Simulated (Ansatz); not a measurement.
# HOB, singlet in cc-pVDZ: errors against RCCSDT(Q)

Geometry: a PBE0/def2-TZVP stationary point for this spin, not checked as a minimum.

```xyz
3

B     0.0000    0.0000    1.1655
O     0.0000    0.0000   -0.1066
H     0.0000    0.0000   -1.0588
```

Basis cc-pVDZ; Ansatz 0.2.0. Correlated methods freeze the noble-gas cores, which leaves 10 electrons in 31 orbitals. R marks a restricted (for open shells ROHF) determinant. Active spaces: valence = (10e, 9o) chosen from the atoms' valence shells.

Full CI isn't at hand for all of this; RCCSDT(Q) serves as the reference, and is uncertain by the last step of the cluster series or more.

* UHF ⟨S²⟩: 0.000
* T1 diagnostic (RCCSD): 0.0173
* largest doubles amplitude (RCCSD): 0.100

Task: From what is known of these methods and the diagnostics, rank them by the size of their error in total energy against RCCSDT(Q) in cc-pVDZ, smallest first (an estimate: the text doesn't fix the numbers).
A. CASSCF (valence space)
B. RCCSD
C. RCCSDT
D. MRCISD (valence space)
E. NEVPT2 (valence space)

Result: C (0.75 mEh), B (8.53 mEh), D (11.58 mEh), E (44.37 mEh), A (148.32 mEh).

All errors are against RCCSDT(Q) in cc-pVDZ. Within each family the higher level lies nearer, as is usual though not guaranteed.

Natural occupations of CASSCF (valence space) about the gap: 1.999 1.987 1.980 1.974 1.974 0.026 0.026 0.020 0.015; effectively unpaired electrons, Σ n²(2−n)², 0.02.

Atomization energy (electronic, same basis, no zero-point term; atoms at the same level, unrestricted beside the R rows where the molecule is a closed shell, with restricted open-shell steps beyond CCSDT(Q)) at RCCSDT(Q): 992.6 kJ/mol. Errors of other levels:

| level | error (kJ/mol) |
| --- | --- |
| RHF | -260.6 |
| RMP2 | 32.8 |
| CISD | -59.3 |
| RCCSD | -16.9 |
| RCCSD(T) | -1.9 |
| BCCD(T) | -1.3 |
| RCCSDT | -1.8 |
| CASSCF (valence space) | 10.0 |
| NEVPT2 (valence space) | -29.9 |
| MRCISD (valence space) | -22.2 |
| MRCISD+Q (valence space) | -14.5 |

This basis is far from its limit, so the value isn't to be set against a measured one. Truncated CI isn't size-consistent, which counts against it in atomization.
